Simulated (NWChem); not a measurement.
All runs are NWChem calculations. System: DMSO (C2H6OS), charge 0, spin multiplicity 1, at a geometry optimised with PBE/def2-SVP. Level: CCSD(T)/def2-SVP, 8 core orbitals frozen.

Input file:

```
start mol
memory heap 100 mb stack 700 mb global 1900 mb
geometry units angstroms nocenter noautoz
  C     -0.661296     0.521815    -1.372475
  S      0.503949     0.096677     0.000000
  C     -0.661296     0.521815     1.372475
  O      0.636018    -1.414714     0.000000
  H     -0.137370     0.248382    -2.307720
  H     -0.898249     1.604150    -1.367746
  H     -1.572274    -0.097983    -1.258098
  H     -1.572274    -0.097983     1.258098
  H     -0.137370     0.248382     2.307720
  H     -0.898249     1.604150     1.367746
  symmetry group Cs
end
basis spherical
  * library def2-svp
end
scf
  rhf
  nopen 0
  maxiter 100
  thresh 1e-7
  semidirect memsize 60000000 filesize 0
end
tce
  freeze core 8
  ccsd(t)
  2eorb
  2emet 13
  thresh 1e-6
  maxiter 100
  tilesize 24
end
task tce energy
```

NWChem printed:

```
             Northwest Computational Chemistry Package (NWChem) 7.3.0
             --------------------------------------------------------

                                NWChem Input Module
                                -------------------

 Scaling coordinates for geometry "geometry" by  1.889725989
 (inverse scale =  0.529177249)

 Turning off AUTOSYM since
 SYMMETRY directive was detected!

                             Geometry "geometry" -> ""
                             -------------------------

 Output coordinates in angstroms (scale by  1.889725989 to convert to a.u.)

  No.       Tag          Charge          X              Y              Z
 ---- ---------------- ---------- -------------- -------------- --------------
    1 C                    6.0000    -0.66129600     0.52181500    -1.37247500
    2 S                   16.0000     0.50394900     0.09667700     0.00000000
    3 C                    6.0000    -0.66129600     0.52181500     1.37247500
    4 O                    8.0000     0.63601800    -1.41471400     0.00000000
    5 H                    1.0000    -0.13737000     0.24838200    -2.30772000
    6 H                    1.0000    -0.89824900     1.60415000    -1.36774600
    7 H                    1.0000    -1.57227400    -0.09798300    -1.25809800
    8 H                    1.0000    -1.57227400    -0.09798300     1.25809800
    9 H                    1.0000    -0.13737000     0.24838200     2.30772000
   10 H                    1.0000    -0.89824900     1.60415000     1.36774600

 Effective nuclear repulsion energy (a.u.)     180.7119133638

            Nuclear Dipole moment (a.u.)
            ----------------------------
        X                 Y               Z
 ---------------- ---------------- ----------------
    -0.0000188973    -0.0000037795     0.0000000000

      Symmetry information
      --------------------

 Group name             Cs
 Group number              2
 Group order               2
 No. of unique centers     6

      Symmetry unique atoms

     1    2    4    5    6    7


 Summary of "ao basis" -> "" (spherical)
[...]
     T(R) DIIS level shift : 0.00D+00
     T(I) DIIS level shift : 0.00D+00
   CC-T/L Amplitude update :  5-th order DIIS
                I/O scheme : Global Array Library
        L-threshold :  0.10D-05
        EOM-threshold :  0.10D-05
 no EOMCCSD initial starts read in
 TCE RESTART OPTIONS
 SLICE:      F
 D4D5:       F
 quantumc:   F
 qrotation:  F
 pwtce:      F
 qducc:      F
 nacto:                         0
 nrotv:                         0
 nrot:                          0

            Memory Information
            ------------------
          Available GA space size is     249028700 doubles
          Available MA space size is     104853796 doubles

 Maximum block size supplied by input
 Maximum block size        24 doubles

 tile_dim =     19

 -------------------------------------------------
   1    alpha     a'     8 doubles       0       1
   2    alpha     a"     5 doubles       8       2
   3    beta      a'     8 doubles      13       1
   4    beta      a"     5 doubles      21       2
   5    alpha     a'    19 doubles      26       5
   6    alpha     a'    19 doubles      45       6
   7    alpha     a"    15 doubles      64       7
   8    alpha     a"    16 doubles      79       8
   9    beta      a'    19 doubles      95       5
  10    beta      a'    19 doubles     114       6
  11    beta      a"    15 doubles     133       7
  12    beta      a"    16 doubles     148       8

 Global array virtual files algorithm will be used

 Parallel file system coherency ......... OK

 4-electron integrals stored in orbital form

 v2    file size   =          4649817
 4-index algorithm nr.  13 is used
 imaxsize =       30
 imaxsize ichop =        0


CCSD iterations
 ---------------------------------------------------------
 Iter          Residuum       Correlation     Cpu    Wall
 ---------------------------------------------------------
    1   0.1989032904835  -0.6185134445689     0.5     0.5
    2   0.0556936223505  -0.6452180867144     0.5     0.5
    3   0.0198930061500  -0.6583272003848     0.5     0.5
    4   0.0092272643704  -0.6605404534502     0.5     0.5
    5   0.0039008028558  -0.6619815875541     0.5     0.5
    6   0.0014890056918  -0.6625484499164     0.5     0.5
    7   0.0010804935610  -0.6626345452000     0.5     0.5
    8   0.0004656016261  -0.6626735410599     0.5     0.5
    9   0.0004017901323  -0.6626673176127     0.5     0.5
   10   0.0001938966233  -0.6626879369921     0.5     0.5
   11   0.0000439752113  -0.6626965408224     0.5     0.5
   12   0.0000198739273  -0.6627009259953     0.5     0.5
   13   0.0000122712406  -0.6627010727684     0.5     0.5
   14   0.0000069352371  -0.6627011715298     0.5     0.5
   15   0.0000047335890  -0.6627010716221     0.5     0.5
   16   0.0000016056433  -0.6627008645162     0.5     0.5
   17   0.0000008925771  -0.6627009921388     0.5     0.5
 -----------------------------------------------------------------
 Iterations converged
 CCSD correlation energy / hartree =        -0.662700992138796
 CCSD total energy / hartree       =      -551.961872851431508

 Singles contributions

 Doubles contributions
 CCSD(T)
 Using plain CCSD(T) code
             total no. of tasks          160
 total no. of tasks / no. procs          160
                         wl_min       421875           8.7
                         wl_max      3511808          12.3
        thresh for no. of tasks          160

 CCSD[T]  correction energy / hartree =        -0.022870027205487
 CCSD[T] correlation energy / hartree =        -0.685571019344283
 CCSD[T] total energy / hartree       =      -551.984742878637007
 CCSD(T)  correction energy / hartree =        -0.021026245423261
 CCSD(T) correlation energy / hartree =        -0.683727237562057
 CCSD(T) total energy / hartree       =      -551.982899096854794

 Task  times  cpu:       33.4s     wall:       33.4s

 Total times  cpu:       33.4s     wall:       33.4s
```
